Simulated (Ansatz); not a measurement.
# BSiNH (sextet): from Hartree-Fock to the top rungs, def2-QZVPP

One table from this session's results is given with a row withheld; the runs are named, their logs left out.

The runs use Ansatz 0.2.0, Gaussian basis; def2-QZVPP, core rule «outside noble gas», up to 7 orbitals frozen.

To be run: UHF; ROHF; CCSD(T) on UHF.

5 further runs of the same task are left out: 1 that didn't finish, 4 set aside as unsound or not needed. Runs told in other sessions of the task aren't counted.

### The system

The geometry is a PBE0/def2-TZVP stationary point (not a proven minimum) of the parent state, kept for this charge and spin.

4 atoms, charge 0, spin multiplicity 6.

Atoms are counted from 1 here; the program's logs count them from 0.

Bond lengths: B1–Si2 1.824 Å, Si2–N3 1.538 Å, N3–H4 0.996 Å. Angles: B1–Si2–N3 173.5°, Si2–N3–H4 161.9°.

Set-up of the first run:

Input file in.yaml:

```yaml
crystal:
  periodic: [false, false, false]
  atoms:
    - {symbol: B, position_ang: [0.000000, -0.062553, 2.375794]}
    - {symbol: Si, position_ang: [0.000010, 0.013734, 0.552939]}
    - {symbol: N, position_ang: [0.000006, -0.096050, -0.981036]}
    - {symbol: H, position_ang: [-0.000016, 0.144869, -1.947698]}
basis:
  gaussian: {orbitals: "def2-QZVPP.json"}
magnetization: {spin_polarized: true, initial_magnetization: 5}
hamiltonian: {xc: hf}
output: {orbitals: {seedname: orbitals}}
```

On the command line:

```console
$ ansatz run in.yaml --threads 1 --pin off --events-out ev --progress --plain --max-ram 2393MiB
```

Among the steps run: UHF; ROHF; CCSD(T) on UHF.

One table of the session follows, with a row left open; its other results are not shown here.

| method | from UCCSD(T) (meV) |
| --- | --- |
| ROHF | +10049.4 |
| UHF | +9864.0 |
| UMP2 | ? |
| UCCSD | +458.1 |
| UCCSD(T) | 0 |

Q: Estimate the row for UMP2 from the others.

As computed: from UCCSD(T) (meV): +1272.4. In the column «from UCCSD(T) (meV)» it lies between UCCSD (+458.1) and UHF (+9864.0).

Caveats from the session: Warnings: coupled cluster took another determinant than the lowest.
